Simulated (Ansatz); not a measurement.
**bcc V**

Method: r²SCAN (Ansatz, a first-principles code, PAW).

Numerical settings: plane-wave cutoff 500 eV, 4×4×4 k mesh, Fermi–Dirac smearing 0.1 eV, cell of 54 sites, scalar-relativistic PAW data made under PBE.

Cell: relaxed at this level.

```
Quantity                                     Result
------------------------------------------  -------
vacancy formation energy                    2.65 eV
vacancy formation energy before relaxation  3.17 eV
```

Measured, for comparison: vacancy formation energy 2.15 ± 0.05 eV (midpoint of the printed range, monovacancy, our sources range from 2.07 to 2.15; as tabulated in Byggmästar et al. (2020), arXiv:2006.14365). Computed (rounded) less measured: vacancy formation energy +0.50 eV (+0.50 eV to +0.58 eV over the range).

Note: energies are extrapolated to zero smearing, and mesh and cell size move such values by some hundredths of an eV or more.

The computed numbers hold no vibrational or temperature effects.

Computing time: very roughly 30 core-minutes.
